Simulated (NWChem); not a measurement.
System: ethane (C$_{2}$H$_{6}$); SMILES CC

Parts of the log:

```
             Northwest Computational Chemistry Package (NWChem) 7.3.0
             --------------------------------------------------------

 D3D symmetry detected

                             Geometry "geometry" -> ""
                             -------------------------

 Output coordinates in angstroms (scale by  1.889725989 to convert to a.u.)

  No.       Tag          Charge          X              Y              Z
 ---- ---------------- ---------- -------------- -------------- --------------
    1 C                    6.0000     0.00000000     0.00000000     0.75955800
    2 C                    6.0000     0.00000000     0.00000000    -0.75955800
    3 H                    1.0000    -0.72402900     0.72402900     1.16516700
    4 H                    1.0000     0.98904200     0.26501301     1.16516700
    5 H                    1.0000    -0.26501301    -0.98904200     1.16516700
    6 H                    1.0000    -0.98904200    -0.26501301    -1.16516700
    7 H                    1.0000     0.72402900    -0.72402900    -1.16516700
    8 H                    1.0000     0.26501301     0.98904200    -1.16516700

 Effective nuclear repulsion energy (a.u.)      42.1254118575

      Symmetry information
      --------------------

 Group name             D3d
 Group number             33
 Group order              12
 No. of unique centers     2

                                Z-matrix (autoz)
                                --------

 Units are Angstrom for bonds and degrees for angles

      Type          Name      I     J     K     L     M      Value
      ----------- --------  ----- ----- ----- ----- ----- ----------
    1 Stretch                  1     2                       1.51912
    2 Stretch                  1     3                       1.10134
    3 Stretch                  1     4                       1.10134
    4 Stretch                  1     5                       1.10134
    5 Stretch                  2     6                       1.10134
    6 Stretch                  2     7                       1.10134
    7 Stretch                  2     8                       1.10134
    8 Bend                     1     2     6               111.60995
    9 Bend                     1     2     7               111.60995
   10 Bend                     1     2     8               111.60995
   11 Bend                     2     1     3               111.60995
   12 Bend                     2     1     4               111.60995
   13 Bend                     2     1     5               111.60995
   14 Bend                     3     1     4               107.25039
   15 Bend                     3     1     5               107.25039
   16 Bend                     4     1     5               107.25039
   17 Bend                     6     2     7               107.25039
   18 Bend                     6     2     8               107.25039
   19 Bend                     7     2     8               107.25039
   20 Torsion                  3     1     2     6         -60.00000
   21 Torsion                  3     1     2     7        -180.00000
   22 Torsion                  3     1     2     8          60.00000
   23 Torsion                  4     1     2     6         180.00000
   24 Torsion                  4     1     2     7          60.00000
   25 Torsion                  4     1     2     8         -60.00000
   26 Torsion                  5     1     2     6          60.00000
   27 Torsion                  5     1     2     7         -60.00000
   28 Torsion                  5     1     2     8         180.00000

  xc_inp: hfexch multiplicative factor not found.

                           NWChem Geometry Optimization
                           ----------------------------

[...]

      ----------------------
      Optimization converged
      ----------------------

  Step       Energy      Delta E   Gmax     Grms     Xrms     Xmax
  ---- ---------------- -------- -------- -------- -------- --------
@    3     -78.30617963 -3.4D-07  0.00011  0.00002  0.00049  0.00087
                                     ok       ok       ok       ok

                                Z-matrix (autoz)
                                --------

 Units are Angstrom for bonds and degrees for angles

      Type          Name      I     J     K     L     M      Value     Gradient
      ----------- --------  ----- ----- ----- ----- ----- ---------- ----------
    1 Stretch                  1     2                       1.53779    0.00011
    2 Stretch                  1     3                       1.08606    0.00001
    3 Stretch                  1     4                       1.08606    0.00001
    4 Stretch                  1     5                       1.08606    0.00001
    5 Stretch                  2     6                       1.08606    0.00001
    6 Stretch                  2     7                       1.08606    0.00001
    7 Stretch                  2     8                       1.08606    0.00001
    8 Bend                     1     2     6               110.73482    0.00001
    9 Bend                     1     2     7               110.73482    0.00001
   10 Bend                     1     2     8               110.73482    0.00001
   11 Bend                     2     1     3               110.73482    0.00001
   12 Bend                     2     1     4               110.73482    0.00001
   13 Bend                     2     1     5               110.73482    0.00001
   14 Bend                     3     1     4               108.17860   -0.00001
   15 Bend                     3     1     5               108.17860   -0.00001
   16 Bend                     4     1     5               108.17860   -0.00001
   17 Bend                     6     2     7               108.17860   -0.00001
   18 Bend                     6     2     8               108.17860   -0.00001
   19 Bend                     7     2     8               108.17860   -0.00001
   20 Torsion                  3     1     2     6         -60.00000    0.00000
   21 Torsion                  3     1     2     7        -180.00000    0.00000
   22 Torsion                  3     1     2     8          60.00000    0.00000
   23 Torsion                  4     1     2     6         180.00000   -0.00000
   24 Torsion                  4     1     2     7          60.00000    0.00000
   25 Torsion                  4     1     2     8         -60.00000    0.00000
   26 Torsion                  5     1     2     6          60.00000   -0.00000
   27 Torsion                  5     1     2     7         -60.00000    0.00000
   28 Torsion                  5     1     2     8        -180.00000    0.00000

[...]

 Rotational Constants
 --------------------
 A=   2.702226 cm-1  (  3.887814 K)
 B=   0.664932 cm-1  (  0.956668 K)
 C=   0.664932 cm-1  (  0.956668 K)

 Temperature                      =   298.15K
 frequency scaling parameter      =   1.0000

 Zero-Point correction to Energy  =   56.262 kcal/mol  (  0.089659 au)
 Thermal correction to Energy     =   58.362 kcal/mol  (  0.093006 au)
 Thermal correction to Enthalpy   =   58.955 kcal/mol  (  0.093950 au)

 Total Entropy                    =   54.009 cal/mol-K
   - Translational                =   36.118 cal/mol-K (mol. weight =  30.0470)
   - Rotational                   =   16.273 cal/mol-K (symmetry #  =        6)
   - Vibrational                  =    1.619 cal/mol-K

 Cv (constant volume heat capacity) =    8.930 cal/mol-K
   - Translational                  =    2.979 cal/mol-K
   - Rotational                     =    2.979 cal/mol-K
   - Vibrational                    =    2.971 cal/mol-K

[normal modes left out]

 ----------------------------------------------------------------------------
 Normal Eigenvalue ||           Projected Infra Red Intensities
  Mode   [cm**-1]  || [atomic units] [(debye/angs)**2] [(KM/mol)] [arbitrary]
 ------ ---------- || -------------- ----------------- ---------- -----------
    1       -0.000 ||    0.000000           0.000         0.000       0.000
    2       -0.000 ||    0.000000           0.000         0.000       0.000
    3        0.000 ||    0.000000           0.000         0.000       0.000
    4        0.000 ||    0.000000           0.000         0.000       0.000
    5        0.000 ||    0.000000           0.000         0.000       0.000
    6        0.000 ||    0.000000           0.000         0.000       0.000
    7      316.614 ||    0.000000           0.000         0.000       0.000
    8      980.714 ||    0.003686           0.085         3.593      32.223
    9      980.714 ||    0.003686           0.085         3.593      32.223
   10     1193.005 ||    0.000000           0.000         0.000       0.000
   11     1459.332 ||    0.000000           0.000         0.000       0.000
   12     1459.332 ||    0.000000           0.000         0.000       0.000
   13     1715.752 ||    0.000788           0.018         0.768       6.890
   14     1762.554 ||    0.000000           0.000         0.000       0.000
   15     1832.082 ||    0.000000           0.000         0.000       0.000
   16     1832.082 ||    0.000000           0.000         0.000       0.000
   17     1847.861 ||    0.002748           0.063         2.679      24.029
   18     1847.861 ||    0.002748           0.063         2.679      24.029
   19     3569.205 ||    0.005064           0.117         4.936      44.270
   20     3570.226 ||    0.000000           0.000         0.000       0.000
   21     3745.716 ||    0.000000           0.000         0.000       0.000
   22     3745.716 ||    0.000000           0.000         0.000       0.000
   23     3757.893 ||    0.004366           0.101         4.256      38.168
   24     3757.893 ||    0.004366           0.101         4.256      38.168
 ----------------------------------------------------------------------------
```

Level: Hartree-Fock/STO-3G. 

Write an input that gives this output.

Several could match; the one computed here: the input that was run:
```
start job
memory heap 200 mb stack 900 mb global 1100 mb
geometry units angstroms
  C      0.000000     0.000000     0.759558
  C      0.000000     0.000000    -0.759558
  H     -0.724029     0.724029     1.165167
  H      0.989042     0.265013     1.165167
  H     -0.265013    -0.989042     1.165167
  H     -0.989042    -0.265013    -1.165167
  H      0.724029    -0.724029    -1.165167
  H      0.265013     0.989042    -1.165167
end
basis spherical
  * library sto-3g
end
dft
  xc hfexch
  iterations 150
end
driver
  maxiter 120
end
task dft optimize
task dft freq
```
